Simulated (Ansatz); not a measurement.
Molecular dynamics of C3H4F2O

Input:

```yaml
crystal:
  periodic: [false, false, false]
  atoms:
    - { symbol: C, position_ang: [-0.823652, -0.75613, 0.706725] }
    - { symbol: C, position_ang: [0.010379, -0.307203, -0.378082] }
    - { symbol: O, position_ang: [0.081502, -0.880685, -1.634202] }
    - { symbol: C, position_ang: [0.525329, 0.990196, 0.184986] }
    - { symbol: F, position_ang: [1.732179, 0.929908, 0.904068] }
    - { symbol: F, position_ang: [0.639789, 2.084297, -0.663411] }
    - { symbol: H, position_ang: [-0.951613, -1.840129, 0.864439] }
    - { symbol: H, position_ang: [-1.787257, -0.242691, 0.842877] }
    - { symbol: H, position_ang: [0.921662, -0.474211, -2.049335] }
    - { symbol: H, position_ang: [-0.265114, 0.445446, 1.224936] }
magnetization:
  spin_polarized: true
basis:
  gaussian: { orbitals: STO-3G }
hamiltonian:
  xc: r2scanh
  dispersion: d4
md:
  timestep: 0.5
  n_steps: 93
  ensemble: nve
  temperature: 300.0
  initial_velocities: maxwell_boltzmann
  seed: 9610
```

Command:

```bash
$ ansatz run input.yaml --threads 1 --pin off --max-ram 2048MiB --backend cpu --events-out ev --progress --plain --runs-dir out
```

It starts at the highest image of a converged band. Of that band: Beside the main top the profile has a ripple of under 15 meV (maxima at images 2, 5), which may be a very shallow well or noise. Neighbouring images differ by up to 3.6 eV, so the band resolves the path poorly. A vibrational analysis at the climbing image gives one clearly imaginary mode, 1832i cm⁻¹: a first-order saddle point.

Output, in part (step lines, the closing report, with atoms numbered from 0):

```
md step     0: t =     0.00 fs  T =   300.0 K  F+E_penalty+E_count = -10502.16372308 eV  E_kin = 0.310224 eV  conserved = -10501.85349909 eV  (45 SCF iters)
md step     1: t =     0.50 fs  T =   297.6 K  F+E_penalty+E_count = -10502.16118922 eV  E_kin = 0.307750 eV  conserved = -10501.85343902 eV  (35 SCF iters)
md step     2: t =     1.00 fs  T =   291.3 K  F+E_penalty+E_count = -10502.15454556 eV  E_kin = 0.301244 eV  conserved = -10501.85330180 eV  (36 SCF iters)
md step     3: t =     1.50 fs  T =   283.1 K  F+E_penalty+E_count = -10502.14590901 eV  E_kin = 0.292791 eV  conserved = -10501.85311817 eV  (36 SCF iters)
md step     4: t =     2.00 fs  T =   275.8 K  F+E_penalty+E_count = -10502.13815327 eV  E_kin = 0.285232 eV  conserved = -10501.85292158 eV  (51 SCF iters)
md step     5: t =     2.50 fs  T =   272.4 K  F+E_penalty+E_count = -10502.13440865 eV  E_kin = 0.281681 eV  conserved = -10501.85272726 eV  (50 SCF iters)
md step     6: t =     3.00 fs  T =   275.9 K  F+E_penalty+E_count = -10502.13783597 eV  E_kin = 0.285312 eV  conserved = -10501.85252433 eV  (51 SCF iters)
md step     7: t =     3.50 fs  T =   289.6 K  F+E_penalty+E_count = -10502.15179861 eV  E_kin = 0.299511 eV  conserved = -10501.85228758 eV  (49 SCF iters)
[... lines left out ...]
Total energy: -10504.84104603 eV, -386.0457880048 hartree
Atom 0 at    -0.633899    -1.153776     0.714746 Å, force    -0.408343     1.902583    -0.913134 eV/Å
Atom 1 at     0.103223    -0.152248    -0.266514 Å, force    -3.810682    -3.897754    -1.266298 eV/Å
Atom 2 at    -0.344155    -0.651800    -1.538954 Å, force     0.186978     0.587216     0.517911 eV/Å
Atom 3 at     1.007701     0.806217    -0.064863 Å, force    -0.821498     4.254247    -1.619829 eV/Å
Atom 4 at     1.385514     1.183488     1.160304 Å, force     0.902492     0.346523     1.750293 eV/Å
Atom 5 at     0.898640     2.001142    -0.891795 Å, force     1.193511    -2.112519     0.581230 eV/Å
Atom 6 at    -0.330547    -2.130272     0.245074 Å, force    -0.347100     0.155161     2.026840 eV/Å
Atom 7 at    -1.775714    -1.034090     0.603889 Å, force     1.877829    -0.112613    -0.525528 eV/Å
Atom 8 at    -0.196399     0.088948    -2.218332 Å, force     0.393228     0.493007     0.025217 eV/Å
Atom 9 at    -0.483659    -0.797087     1.767705 Å, force     0.833584    -1.615851    -0.576703 eV/Å
Dipole moment:    -0.084710    -0.011709    -0.056403 e Å
```

The steps, from the saved trajectory:

```json
{"time (fs)": "0.0", "T (K)": "300", "potential energy less start (eV)": "0.000", "conserved less start (meV/atom)": "0.00"}
{"time (fs)": "1.5", "T (K)": "283", "potential energy less start (eV)": "0.018", "conserved less start (meV/atom)": "0.04"}
{"time (fs)": "3.0", "T (K)": "276", "potential energy less start (eV)": "0.026", "conserved less start (meV/atom)": "0.10"}
{"time (fs)": "4.5", "T (K)": "367", "potential energy less start (eV)": "-0.067", "conserved less start (meV/atom)": "0.22"}
{"time (fs)": "6.0", "T (K)": "712", "potential energy less start (eV)": "-0.425", "conserved less start (meV/atom)": "0.20"}
{"time (fs)": "7.5", "T (K)": "1291", "potential energy less start (eV)": "-1.028", "conserved less start (meV/atom)": "-0.35"}
{"time (fs)": "9.0", "T (K)": "1705", "potential energy less start (eV)": "-1.454", "conserved less start (meV/atom)": "-0.13"}
{"time (fs)": "10.5", "T (K)": "1978", "potential energy less start (eV)": "-1.742", "conserved less start (meV/atom)": "-0.76"}
{"time (fs)": "12.0", "T (K)": "1676", "potential energy less start (eV)": "-1.426", "conserved less start (meV/atom)": "-0.28"}
{"time (fs)": "13.5", "T (K)": "1220", "potential energy less start (eV)": "-0.949", "conserved less start (meV/atom)": "0.24"}
{"time (fs)": "15.0", "T (K)": "1256", "potential energy less start (eV)": "-0.987", "conserved less start (meV/atom)": "0.20"}
{"time (fs)": "16.5", "T (K)": "1729", "potential energy less start (eV)": "-1.482", "conserved less start (meV/atom)": "-0.47"}
{"time (fs)": "18.0", "T (K)": "1862", "potential energy less start (eV)": "-1.622", "conserved less start (meV/atom)": "-0.66"}
{"time (fs)": "19.5", "T (K)": "1742", "potential energy less start (eV)": "-1.489", "conserved less start (meV/atom)": "0.15"}
{"time (fs)": "21.0", "T (K)": "1910", "potential energy less start (eV)": "-1.673", "conserved less start (meV/atom)": "-0.80"}
{"time (fs)": "22.5", "T (K)": "1568", "potential energy less start (eV)": "-1.311", "conserved less start (meV/atom)": "0.02"}
{"time (fs)": "24.0", "T (K)": "1407", "potential energy less start (eV)": "-1.142", "conserved less start (meV/atom)": "0.28"}
{"time (fs)": "25.5", "T (K)": "1795", "potential energy less start (eV)": "-1.547", "conserved less start (meV/atom)": "-0.05"}
{"time (fs)": "27.0", "T (K)": "2285", "potential energy less start (eV)": "-2.061", "conserved less start (meV/atom)": "-0.86"}
{"time (fs)": "28.5", "T (K)": "2187", "potential energy less start (eV)": "-1.951", "conserved less start (meV/atom)": "0.10"}
{"time (fs)": "30.0", "T (K)": "2323", "potential energy less start (eV)": "-2.100", "conserved less start (meV/atom)": "-0.77"}
{"time (fs)": "31.5", "T (K)": "2112", "potential energy less start (eV)": "-1.879", "conserved less start (meV/atom)": "-0.48"}
{"time (fs)": "33.0", "T (K)": "1545", "potential energy less start (eV)": "-1.285", "conserved less start (meV/atom)": "0.21"}
{"time (fs)": "34.5", "T (K)": "1433", "potential energy less start (eV)": "-1.170", "conserved less start (meV/atom)": "0.24"}
{"time (fs)": "36.0", "T (K)": "1846", "potential energy less start (eV)": "-1.601", "conserved less start (meV/atom)": "-0.22"}
{"time (fs)": "37.5", "T (K)": "2189", "potential energy less start (eV)": "-1.961", "conserved less start (meV/atom)": "-0.79"}
{"time (fs)": "39.0", "T (K)": "2207", "potential energy less start (eV)": "-1.970", "conserved less start (meV/atom)": "0.28"}
{"time (fs)": "40.5", "T (K)": "2617", "potential energy less start (eV)": "-2.405", "conserved less start (meV/atom)": "-0.93"}
{"time (fs)": "42.0", "T (K)": "2490", "potential energy less start (eV)": "-2.266", "conserved less start (meV/atom)": "-0.21"}
{"time (fs)": "43.5", "T (K)": "2283", "potential energy less start (eV)": "-2.050", "conserved less start (meV/atom)": "0.11"}
{"time (fs)": "45.0", "T (K)": "2453", "potential energy less start (eV)": "-2.226", "conserved less start (meV/atom)": "0.05"}
{"time (fs)": "46.5", "T (K)": "2884", "potential energy less start (eV)": "-2.677", "conserved less start (meV/atom)": "-0.51"}
```

The run went to its last step. The conserved energy stayed within 1 meV per atom of its start (net change -0.51 meV per atom), so the integration is sound. The system heated up, since it started high on the potential surface and ran downhill. A run of 0.046 ps of so small a system gives no equilibrium averages. The orbitals stay closed-shell, which can raise the energy where a bond breaks towards radicals; this wasn't checked here. Limits of this set-up: minimal basis.

The step under study would form C1–H10 and break C4–H10. These pairs go: C1–H10 1.42 → 1.12 Å, C4–H10 1.42 → 2.86 Å. In the last frame they stand as after the step (other bonds may differ from the relaxed reactants and products). It ends as one piece, C3H4F2O. Pairs count as bonded within 1.25 times the sum of covalent radii (0.12 Å more for H–H).

Last frame:

```xyz
10
Properties=species:S:1:pos:R:3
C -0.634 -1.154 0.715
C 0.103 -0.152 -0.267
O -0.344 -0.652 -1.539
C 1.008 0.806 -0.065
F 1.385 1.183 1.160
F 0.899 2.001 -0.892
H -0.331 -2.130 0.245
H -1.776 -1.034 0.604
H -0.196 0.089 -2.218
H -0.484 -0.797 1.768
```

Run time: 10 min on 1 CPU thread of a shared host.
